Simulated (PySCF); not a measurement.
**Gas-phase thermal properties of Ni(CO)₄**

Energies from PySCF (xtb for GFN2), thermal terms from the rigid-rotor harmonic-oscillator model, ideal gas at 1 bar. 6-31G* has spherical d functions here. All species are closed-shell singlets. B3LYP is the form with VWN-RPA correlation. The harmonic model lacks anharmonicity and excited electronic states, which grow with temperature; levels with a mode under 35 cm⁻¹ are left out. Soft modes under 120 cm⁻¹ make the harmonic entropy rough for Ni(CO)₄.

```tsv
level	point group	σ	ZPE (kJ/mol)	S°298 (J/mol/K)	Cp298 (J/mol/K)	S°1000 (J/mol/K)	H1000 − H298 (kJ/mol)
B3LYP/6-31G*	Td	12	82.5	415.2	147.4	619.3	121.1
GFN2-xTB	Td	12	79.1	433.9	150.7	639.9	122.0
HF/6-31G*	Td	12	84.2	428.8	152.8	634.3	121.4
PBE/def2-SVP	Td	12	82.6	409.9	145.5	613.4	120.9
PBE0/def2-TZVP	Td	12	84.0	412.4	146.3	615.7	120.7
```
σ: rotational symmetry number. Electronic degeneracy used: 1. Frequencies are unscaled.
